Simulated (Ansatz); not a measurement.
Relaxed structures of CH$_{3}$OS (charge +1), singlet (PBE0-D4/def2-TZVP; forces vanish, vibrations not checked; lower isomers may exist, and structures with a doubtful reference or unclear bonds are left out; Å). Program: Ansatz 0.2.0. Basis: def2-TZVPP. Cores are frozen in the correlated methods.

**Question.** Rank them by CCSD(T) energy, lowest first, and give each one's height above the lowest. Links in brackets join atoms within 1.22 times the sum of their covalent radii (1.1 for two metals). (To be estimated.)
A.
CH₃OS ([CH2]1[O][SH]1), total charge +1
```
6
angstrom
C -0.1574 -0.3003 -0.5342
O -0.0796 1.0902 -0.4014
S -0.3753 0.4330 1.0808
H -1.0768 -0.6912 -0.9652
H 0.7830 -0.8214 -0.7013
H 0.9061 0.2898 1.5213
```
B.
CH₃OS ([OH2][C][SH]), total charge +1
```
6
angstrom
C -0.7290 0.7485 -0.0878
O -0.1792 -0.4002 -0.7208
S -0.0178 1.1530 1.3342
H -0.6000 -0.6438 -1.5664
H 0.5620 -0.9736 -0.4166
H 0.9619 0.2151 1.5222
```
C.
CH₃OS ([CH2]1[OH][S]1), total charge +1
```
6
angstrom
C -0.1513 -0.2948 -0.4941
O -0.3214 0.2891 0.8511
S -0.0760 1.4622 -0.4665
H -1.0801 -0.7605 -0.8071
H 0.7716 -0.8558 -0.6076
H 0.4881 0.2011 1.3972
```

**Answer.** By the calculation: A (0.000 eV), C (0.308 eV), B (1.242 eV). Heights count from the lowest.

T1 diagnostic: at most 0.021. The restricted Hartree–Fock reference is unstable towards an unrestricted one at one or more of these structures.

For scale, one of the runs: CCSD(T)/def2-TZVPP, 146 basis functions, launched by `ansatz run in.yaml --threads 2 --pin off --events-out ev --progress --plain --max-ram 4352MiB`. The run took 9.5 s on 2 CPU threads of an AMD EPYC 9B14 (shared host), with 0.89 GiB of host memory at its peak.
